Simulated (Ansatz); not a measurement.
# AlH₃ (triplet): wave-function methods side by side at a displaced geometry (v1), cc-pVTZ

One table from this session's results is given with a row withheld; the runs are named, their logs left out.

Program: Ansatz 0.2.0, Gaussian basis. Level of theory: cc-pVTZ, core rule «outside noble gas», up to 5 orbitals frozen. These are calculated values, not measurements.

To be run: UHF; CCSD(T) on ROHF; CCSD(T) on UHF; BCCD(T) on ROHF; CCSDT(Q) on ROHF; CCSDT(Q) on UHF; CASSCF and MRCISD+Q, 6 electrons in 7 orbitals; CASSCF and NEVPT2, 6 electrons in 7 orbitals.

28 further runs of the same task are left out: 6 for a known fault of the program, 8 that didn't finish, 14 set aside as unsound or not needed.

## The system

The geometry is a PBE0/def2-TZVP stationary point (not a proven minimum) with its atoms shifted at random (size 0.040 Å).

4 atoms, charge 0, spin multiplicity 3.

Atoms are counted from 1 here; the program's logs count them from 0.

Bond lengths: Al1–H2 1.609 Å, Al1–H3 1.795 Å, Al1–H4 1.838 Å. Angles: H2–Al1–H3 102.8°, H2–Al1–H4 101.0°, H3–Al1–H4 30.2°.

The first run:

Input file in.yaml:

```yaml
crystal:
  periodic: [false, false, false]
  atoms:
    - {symbol: Al, position_ang: [0.000314, 0.074165, -0.092647]}
    - {symbol: H, position_ang: [-0.000519, -1.388800, -0.762149]}
    - {symbol: H, position_ang: [0.468095, -0.266854, 1.606210]}
    - {symbol: H, position_ang: [-0.475982, -0.329668, 1.636013]}
basis:
  gaussian: {orbitals: cc-pVTZ}
magnetization: {spin_polarized: true, initial_magnetization: 2}
hamiltonian: {xc: hf}
output: {orbitals: {seedname: orbitals}}
```

The run is started by

```console
$ ansatz run in.yaml --threads 1 --pin off --events-out ev --progress --plain --max-ram 2393MiB
```

Among the steps run: UHF; CCSD(T) on ROHF; CCSD(T) on UHF; BCCD(T) on ROHF; CCSDT(Q) on ROHF; CCSDT(Q) on UHF; CASSCF and MRCISD+Q, 6 electrons in 7 orbitals; CASSCF and NEVPT2, 6 electrons in 7 orbitals.

One table of the session follows, with a row left open; its other results are not shown here.

It belongs to the step «Misses and costs». 

```
          method  from UCCSDT(Q) (kcal/mol)
            ROHF                     +70.37
             UHF                     +69.38
            RMP2                     +15.83
            UMP2                     +15.80
           RCCSD                      +2.20
           UCCSD                      +2.14
        RCCSD(T)                      +0.53
        UCCSD(T)                      +0.50
         BCCD(T)                      +0.52
          RCCSDT                      +0.07
          UCCSDT                      +0.04
       RCCSDT(Q)                          ?
       UCCSDT(Q)                          0
  CASSCF valence                     +42.61
  NEVPT2 valence                     +13.71
  MRCISD valence                      +2.29
MRCISD+Q valence                      +0.58
```

Estimate the missing values for RCCSDT(Q).

As computed: from UCCSDT(Q) (kcal/mol): +0.03. In the column «from UCCSDT(Q) (kcal/mol)» it lies between UCCSDT(Q) (0) and UCCSDT (+0.04).

To keep in mind: Restricted and unrestricted rows rest on different reference determinants; where their highest levels disagree by more than a few hundredths of an eV, they describe different states and don't form one ladder.
